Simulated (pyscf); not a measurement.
PySCF, gas phase, ωB97X-D3(BJ)/def2-SVP geometries.

Task: What is the homolytic dissociation enthalpy (298 K, ωB97M-D3(BJ)/def2-TZVP) of the H–Nb bond of `[CH3][NbH]([CH3])([CH3])[CH3]`, to [H₃C–Nb(CH₃)(CH₃)–CH₃]• + H•?

Result: H–Nb to [H₃C–Nb(CH₃)(CH₃)–CH₃]• + H•: 1.92 eV. The 7 functionals that were run give +1.69 (M06-2X) to +2.03 eV (r²SCAN). The radicals are drawn with the spin at the cut bond; how far it spreads was not checked. Other isomers of [H₃C–Nb(CH₃)(CH₃)–CH₃]• were not searched in full and may lie lower. Open-shell species with a d-block atom are single-reference here; other states, and whether the spin sits on metal or ligand, were not checked. Elements past Kr carry the def2 core potentials, without spin-orbit coupling.
